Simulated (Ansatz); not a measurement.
# AlFHS radical: an energy map over bond length Al2–S3 and angle Al2–S3–H4

How does the energy of AlFHS, SMILES [F][Al][SH], spin multiplicity 2 change over two coordinates at once? A grid of runs gives the map.

Program: Ansatz 0.2.0. Level of theory: UKS r2SCAN-D4/def2-TZVP. These are calculated values, not measurements.

### 1 The starting structure

SMILES `[F][Al][SH]`, 4 atoms, charge 0, spin multiplicity 2.

Atoms are counted from 1 here; the program's logs count them from 0.

Bond lengths: F1–Al2 1.684 Å, Al2–S3 2.220 Å, S3–H4 1.364 Å. Angles: F1–Al2–S3 117.2°, Al2–S3–H4 91.2°.

As a file:

```xyz
4
charge 0, multiplicity 2
F    -2.03418    0.57165    0.68363
Al   -0.46318   -0.02548    0.78743
S     0.74419   -0.03319   -1.07534
H     1.80877   -0.57337   -0.41603
```

### 2 Geometry optimisation

Input file input.yaml:

```yaml
crystal:
  periodic: [false, false, false]
  atoms:
    - { symbol: F, position_ang: [-2.034181, 0.571648, 0.683633] }
    - { symbol: Al, position_ang: [-0.463181, -0.025483, 0.787435] }
    - { symbol: S, position_ang: [0.744194, -0.033193, -1.075342] }
    - { symbol: H, position_ang: [1.808768, -0.573372, -0.416026] }
magnetization:
  spin_polarized: true
  initial_magnetization: 1
basis:
  gaussian: { orbitals: def2-TZVP }
hamiltonian:
  xc: r2scan
  dispersion: d4
output:
  forces: true
relax:
  f_tol: 0.003
  max_steps: 120
```

The run is started by

```sh
ansatz run input.yaml --threads 1 --pin off --max-ram 2560MiB --backend cpu --events-out ev --progress --plain --runs-dir out
```

The program printed (excerpt; [...] marks lines left out):

```text
Warning: RAYON_NUM_THREADS=1 ignored (pool sized by the plan → 1); use --threads N
[...]
Functional definition: r2SCAN
[...]
720 factors; their error is unknown
[...]
mean field -20166.91409749 eV, -741.1204234575 hartree, gradient 4.2e-5 eV, S^2 0.753555; 0 other end points of the search recorded, 0 dependent functions left out
[...]
reference -20166.91411100 eV, -741.1204239538 hartree; 20, 19 occupied and 91, 92 virtual orbitals, 720 factors
relax step   1: F+E_penalty+E_count = -20166.93006273 eV  Δ(F+E_penalty+E_count) = +0.000e0 eV  max|allowed force component| = 7.201e-1 eV/Å  Δτ_max = 0.0000 Å  (33 SCF iters, accepted)
[...]
relax step   4: F+E_penalty+E_count = -20166.95049470 eV  Δ(F+E_penalty+E_count) = -4.708e-4 eV  max|allowed force component| = 1.446e-2 eV/Å  Δτ_max = 0.0049 Å  (40 SCF iters, accepted)
[...]
relax step   5: F+E_penalty+E_count = -20166.95051069 eV  Δ(F+E_penalty+E_count) = -1.600e-5 eV  max|allowed force component| = 2.758e-3 eV/Å  Δτ_max = 0.0024 Å  (31 SCF iters, accepted)
720 factors; their error is unknown
mean field -20166.93448430 eV, -741.1211726589 hartree, gradient 1.3e-5 eV, S^2 0.753394; 1 other end points of the search recorded, 0 dependent functions left out
[...]
reference -20166.93449779 eV, -741.1211731545 hartree; 20, 19 occupied and 91, 92 virtual orbitals, 720 factors
Total energy: -20166.95052418 eV, -741.1217621134 hartree
Atom 0 at    -2.000251     0.566350     0.653850 Å, force    -0.002758     0.000475     0.000618 eV/Å
Atom 1 at    -0.463922    -0.029009     0.802979 Å, force     0.001440     0.000383    -0.001763 eV/Å
Atom 2 at     0.724703    -0.032844    -1.046810 Å, force    -0.000361    -0.000120     0.002455 eV/Å
Atom 3 at     1.795070    -0.564897    -0.430319 Å, force     0.001678    -0.000738    -0.001310 eV/Å
Dipole moment:     0.342975    -0.183647     0.252271 e Å
```

Run time: 77 s. Hardware: 1 thread of Intel Xeon at 2.50GHz (Skylake/Cascade Lake), shared host; peak memory 0.23 GiB.

Relaxation path:

```
step  energy from step 1 (eV)  largest force component (eV/Å)
   1                   0.0000                          0.7201
   2                  -0.0146                          0.4500
   3                  -0.0200                          0.1468
   4                  -0.0204                          0.0145
   5                  -0.0204                          0.0028
```

Close pairs (by a distance rule), those that changed most:

```
  bond  before (Å)  after (Å)  change (Å)
F1–Al2       1.684      1.654      -0.029
Al2–S3       2.220      2.199      -0.021
 S3–H4       1.364      1.345      -0.019
```

### 3 Plan of the scan

First coordinate, bond length Al2–S3: 7 values from 1.891 to 3.078 Å. Second coordinate, angle Al2–S3–H4: 7 values from 47.6 to 137.6 °.

Nothing else is relaxed (all other coordinates rigid). Energies count from the relaxed molecule at the same level. Points are written as (first, second).

Below, 3 of the grid's runs; all are launched alike.

### 4 Point (2.287 Å, 92.6°)

Input file input.yaml:

```yaml
crystal:
  periodic: [false, false, false]
  atoms:
    - { symbol: F, position_ang: [-2.000364, 0.566438, 0.653644] }
    - { symbol: Al, position_ang: [-0.464054, -0.028941, 0.802894] }
    - { symbol: S, position_ang: [0.772402, -0.032998, -1.121041] }
    - { symbol: H, position_ang: [1.842768, -0.565051, -0.50455] }
magnetization:
  spin_polarized: true
  initial_magnetization: 1
basis:
  gaussian: { orbitals: def2-TZVP }
hamiltonian:
  xc: r2scan
  dispersion: d4
output:
  forces: true
```

The run is started by

```sh
ansatz run input.yaml --threads 1 --pin off --max-ram 2560MiB --backend cpu --events-out ev --progress --plain --runs-dir out
```

The program printed (excerpt; [...] marks lines left out):

```text
Warning: RAYON_NUM_THREADS=1 ignored (pool sized by the plan → 1); use --threads N
[...]
[... 1 set-up line as earlier in the session ...]
[...]
720 factors; their error is unknown
[...]
mean field -20166.89178019 eV, -741.1196033119 hartree, gradient 5.0e-5 eV, S^2 0.753978; 0 other end points of the search recorded, 0 dependent functions left out
[...]
reference -20166.89179371 eV, -741.1196038085 hartree; 20, 19 occupied and 91, 92 virtual orbitals, 720 factors
Total energy: -20166.90775230 eV, -741.1201902759 hartree
Atom 0 at    -2.000364     0.566438     0.653644 Å, force     0.039502    -0.015516     0.003253 eV/Å
Atom 1 at    -0.464054    -0.028941     0.802894 Å, force     0.457895     0.010791    -0.763440 eV/Å
Atom 2 at     0.772402    -0.032998    -1.121041 Å, force    -0.489736     0.004788     0.749537 eV/Å
Atom 3 at     1.842768    -0.565051    -0.504550 Å, force    -0.007661    -0.000063     0.010650 eV/Å
Dipole moment:     0.307908    -0.183554     0.306953 e Å
```

Wall time 14 s (1 thread of Intel Xeon at 2.50GHz (Skylake/Cascade Lake), shared host); peak memory 0.18 GiB.

That is 4.1 kJ/mol from the zero.

### 5 Grid point (1.891 Å, 47.6°)

Input file input.yaml:

```yaml
crystal:
  periodic: [false, false, false]
  atoms:
    - { symbol: F, position_ang: [-0.404749, -0.333636, 2.034346] }
    - { symbol: Al, position_ang: [0.867849, -0.559345, 1.001608] }
    - { symbol: S, position_ang: [0.55833, -0.032307, -0.787892] }
    - { symbol: H, position_ang: [1.628696, -0.56436, -0.171401] }
magnetization:
  spin_polarized: true
  initial_magnetization: 1
basis:
  gaussian: { orbitals: def2-TZVP }
hamiltonian:
  xc: r2scan
  dispersion: d4
output:
  forces: true
```

The run is started by

```sh
ansatz run input.yaml --threads 1 --pin off --max-ram 2560MiB --backend cpu --events-out ev --progress --plain --runs-dir out
```

The program printed (excerpt; [...] marks lines left out):

```text
Warning: RAYON_NUM_THREADS=1 ignored (pool sized by the plan → 1); use --threads N
[...]
[... 1 set-up line as earlier in the session ...]
[...]
720 factors; their error is unknown
[...]
mean field -20164.35554024 eV, -741.0263982127 hartree, gradient 4.3e-5 eV, S^2 0.753285; 0 other end points of the search recorded, 0 dependent functions left out
[...]
reference -20164.35555371 eV, -741.0263987076 hartree; 20, 19 occupied and 91, 92 virtual orbitals, 720 factors
Total energy: -20164.36980364 eV, -741.0269223828 hartree
Atom 0 at    -0.404749    -0.333636     2.034346 Å, force     0.107084    -0.168384     0.558219 eV/Å
Atom 1 at     0.867849    -0.559345     1.001608 Å, force    -2.818744    -1.342565    10.226602 eV/Å
Atom 2 at     0.558330    -0.032307    -0.787892 Å, force    -1.339048     1.929957    -6.232718 eV/Å
Atom 3 at     1.628696    -0.564360    -0.171401 Å, force     4.050708    -0.419008    -4.552103 eV/Å
Dipole moment:     0.332658    -0.088271    -0.143622 e Å
```

Wall time 13 s (1 thread of Intel Xeon at 2.50GHz (Skylake/Cascade Lake), shared host); peak memory 0.18 GiB.

That is 249 kJ/mol from the zero.

### 6 The run at (1.891 Å, 122.6°)

Edit input.yaml of step 5 so:

```diff
@@ -3,4 +3,4 @@
   atoms:
-    - { symbol: F, position_ang: [-0.404749, -0.333636, 2.034346] }
-    - { symbol: Al, position_ang: [0.867849, -0.559345, 1.001608] }
+    - { symbol: F, position_ang: [-2.255661, 0.999252, -0.814181] }
+    - { symbol: Al, position_ang: [-1.057105, 0.344947, 0.119815] }
     - { symbol: S, position_ang: [0.55833, -0.032307, -0.787892] }
```

The run is started by

```sh
ansatz run input.yaml --threads 1 --pin off --max-ram 2560MiB --backend cpu --events-out ev --progress --plain --runs-dir out
```

The program printed (excerpt; [...] marks lines left out):

```text
Warning: RAYON_NUM_THREADS=1 ignored (pool sized by the plan → 1); use --threads N
[...]
[... 1 set-up line as earlier in the session ...]
[...]
720 factors; their error is unknown
[...]
mean field -20165.76355365 eV, -741.0781417510 hartree, gradient 4.2e-5 eV, S^2 0.752512; 0 other end points of the search recorded, 0 dependent functions left out
[...]
reference -20165.76356690 eV, -741.0781422382 hartree; 20, 19 occupied and 91, 92 virtual orbitals, 720 factors
Total energy: -20165.77963433 eV, -741.0787327053 hartree
Atom 0 at    -2.255661     0.999252    -0.814181 Å, force     0.050662     0.027594    -0.199852 eV/Å
Atom 1 at    -1.057105     0.344947     0.119815 Å, force    -5.966827     1.202032     4.179024 eV/Å
Atom 2 at     0.558330    -0.032307    -0.787892 Å, force     6.408137    -1.306666    -4.416218 eV/Å
Atom 3 at     1.628696    -0.564360    -0.171401 Å, force    -0.491972     0.077040     0.437046 eV/Å
Dipole moment:     0.451810    -0.227480     0.270841 e Å
```

Wall time 10 s (1 thread of Intel Xeon at 2.50GHz (Skylake/Cascade Lake), shared host); peak memory 0.18 GiB.

Energy on the map's scale: 113 kJ/mol.

### 7 All points together

49 points were computed. Energies in kJ/mol, from the relaxed molecule at the same level:

```
angle Al2–S3–H4 (°) ↓, bond length Al2–S3 (Å) →  1.891  2.089  2.287  2.485  2.682  2.880  3.078
                                          137.6    136     64     64     93    128    159    182
                                          122.6    113     37     35     64    101    136    165
                                          107.6     96     16     13     42     81    120    152
                                           92.6     91      8      4     33     73    112    146
                                           77.6    102     19     13     40     79    117    150
                                           62.6    138     50     41     65    100    135    164
                                           47.6    249    127     98    110    138    166    188
```

On the same grid, ⟨S²⟩ (ħ²):

```tsv
angle Al2–S3–H4 (°) ↓, bond length Al2–S3 (Å) →	1.891	2.089	2.287	2.485	2.682	2.880	3.078
137.6	0.753	0.754	0.756	0.760	0.768	0.778	0.780
122.6	0.752	0.753	0.755	0.758	0.765	0.775	0.783
107.6	0.752	0.753	0.754	0.757	0.762	0.773	0.783
92.6	0.752	0.753	0.754	0.756	0.762	0.772	0.783
77.6	0.752	0.753	0.754	0.756	0.762	0.772	0.784
62.6	0.753	0.753	0.754	0.756	0.762	0.774	0.785
47.6	0.753	0.754	0.754	0.756	0.762	0.776	0.786
```

### 8 Outcome

```
               quantity                                                                              value
           lowest point                                                       (2.287 Å, 92.6°), 4.1 kJ/mol
 highest computed point                                      (1.891 Å, 47.6°), 245 kJ/mol above the lowest
              ⟨S²⟩ (ħ²)  0.752 at (1.891 Å, 92.6°) to 0.786 at (3.078 Å, 47.6°); 0.754 at the lowest point
time for the whole task                                                    14 min on 1 thread, shared host
```

What this shows: The lowest computed point is at (2.287 Å, 92.6°), 4.1 kJ/mol from the relaxed molecule at the same level. The grid is coarse, so the lowest point of the scanned range may lie between grid points; coordinates that were held can hide deeper minima. The grid shows no other well, apart from its symmetry copies. The highest computed point, (1.891 Å, 47.6°), lies 245 kJ/mol above the lowest. Round the minimum the two coordinates are nearly uncoupled.
